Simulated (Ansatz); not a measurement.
Reaction (SMILES): F[SiH2]F + 2 [H][H] (H2) → 2 F (HF) + [SiH4] (SiH4)
B3LYP-D3(BJ)/def2-TZVP geometries, fixed; electronic energies without zero-point terms.

Basis-set convergence of the energy of full hydrogenation at HF with Ansatz (a quantum-chemistry and plane-wave program). Cartesian d functions, on some or all atoms, in 6-31G*, 6-31G**, 6-31+G*, 6-311G**, 6-311+G**; all else is spherical. No added dispersion term, no relativity. Functions are those of the species that has most. Reference: the value in aug-pcseg-3, 59.07 kcal/mol, itself unsure by roughly 0.42 kcal/mol (its mean distance from aug-cc-pV(Q+d)Z, cc-pV(5+d)Z, def2-QZVPPD). Deviations are taken from unrounded values.

```csv
basis,functions
STO-3G,21
3-21G,35
6-31G,35
6-31G*,53
6-31G**,59
6-31+G*,65
6-311G**,75
6-311+G**,87
aug-pcseg-1,91
"6-311++G(2d,2p)",109
"6-311++G(3df,3pd)",161
aug-pcseg-2,188
aug-pcseg-3,357
```

Problem. Which is the smallest set listed that can be trusted to 4 kcal/mol here, that is, within that of the reference together with its larger relatives (same family, alike in diffuse functions; a set with none to test it counts only in the reference's own line)?

Solution. The smallest set listed that lies within 4 kcal/mol of the reference with all its larger relatives (same family, alike in diffuse functions; a set with none counts only in the reference's own line) is aug-pcseg-2 (188 functions, -0.71 kcal/mol off). Inside the window by cancellation, since a larger relative falls out: 6-31G**, 6-31+G*. Value minus reference: STO-3G -28.35, 3-21G 10.33, 6-31G -20.46, 6-31G* 6.47, 6-31G** 0.10, 6-31+G* -2.54, 6-311G** -11.35, 6-311+G** -16.31, aug-pcseg-1 -12.48, 6-311++G(2d,2p) -8.64, 6-311++G(3df,3pd) -5.20, aug-pcseg-2 -0.71, aug-pcseg-3 0.00 kcal/mol.
